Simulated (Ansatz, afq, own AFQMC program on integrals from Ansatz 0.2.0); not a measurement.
**Where AFQMC and coupled cluster stand for NH$_{2}$O, doublet**

```xyz
4

N     0.0000   -0.1761    0.6983
O     0.0000    0.1508   -0.6152
H     0.0000    0.7521    1.1353
H     0.0000   -0.6981   -1.0731
```

Connectivity, by distances: NH–OH.

Basis cc-pVDZ. Only valence electrons are correlated. Integrals, coupled cluster, full CI and functionals: Ansatz 0.2.0; the random walks run on the same integrals in our own AFQMC program. The CISD trial takes its coefficients from CCSD amplitudes. Released means that phaseless walkers are propagated on without the constraint, phases kept. Free AFQMC starts from the CCSD state and is never constrained. Its projection time is finite, and what remains of the start isn't in its error. Uncertainties: one standard error, sampling alone.

Determinant: UHF, the one that the program's search chose, which needn't be the lowest solution. The geometry is a PBE0/def2-TZVP stationary point of this or a neighbouring charge and spin state.

No full CI on the walks' own integrals is used here. The released AFQMC energy serves as the reference, which it does only where one determinant dominates, the energy is flat over the last release times and near the phaseless one (40 meV or 2 meV an electron, half that with transition metals). On small molecules, where full CI could be run and the noise was under 10 meV, such values lay within 10 meV of it in 19 cases of 20, a flattering rate, since the rule was set on those same cases; what remains of the bias isn't in the error bar.

Cautions: the released value is read at 1.62 1/Eh with a noise of 20 meV, more than in the cases checked, later times being too noisy (meV from the phaseless value at times in 1/Eh: -22 ± 15 at 0.24, -47 ± 16 at 0.51, -42 ± 16 at 0.99, -30 ± 20 at 1.62, -42 ± 37 at 2.40).

The T1 diagnostic is 0.0223 and the weight of the determinant in the CISD state is 0.891. The ⟨S²⟩ of the determinant is 0.761 and the size of the correlated space is 13 electrons in 36 orbitals.

```json
{"level": "MP2", "correlation energy (eV)": "-9.0017"}
{"level": "CCSD", "correlation energy (eV)": "-9.5956"}
{"level": "CCSD(T)", "correlation energy (eV)": "-9.8222"}
```

(1) Estimate where phaseless AFQMC with the Hartree–Fock trial lies against CCSD(T) on the same integrals.

(1) 2.06 ± 1.68 kcal/mol below CCSD(T). The gap is under twice the noise, so this walk alone can't tell the two apart.

Reference: AFQMC with the constraint released, correlation energy -9.849 ± 0.020 eV.

```
        level  E − E(reference) (kcal/mol)  share of correlation (%)
      CCSD(T)                  0.61 ± 0.47                     99.73
  ph-AFQMC/HF                 -1.45 ± 1.75                    100.64
ph-AFQMC/CISD                  0.68 ± 0.54                     99.70
   free AFQMC                  0.43 ± 0.75                     99.81
```

Free projections are given only where their last times agree within the noise and don't stop above the reference; a slow remainder of the start can still hide under it. A walk keeps the symmetry of its determinant, which the program's search chose and which needn't be the lowest solution, so a lower state of the same spin and another symmetry isn't excluded. Released energies are given only where the last usable release times agree within the noise; a slower fall can still hide under it.
